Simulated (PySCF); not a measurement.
Homolysis of single bonds, series SiF3-X. All species are isolated molecules in the gas phase. One relaxed conformer stands for each flexible species; it need not be the lowest. Strings in code marks are SMILES.

Method: r2SCAN-D4/def2-TZVP run with PySCF. All candidates: neutral, multiplicity 2. 

The dipole moment is 0.00 D and the highest occupied spin orbital is -8.41 eV.

Task: Say which member has these values.
A) `[F]`
B) `C[Si](F)F`
C) `[Cl]`
D) `F[SiH]F`

Result: C, `[Cl]`. The others give `[F]`: 0.00 D, -10.68 eV; `C[Si](F)F`: 2.10 D, -5.62 eV; `F[SiH]F`: 1.30 D, -6.08 eV
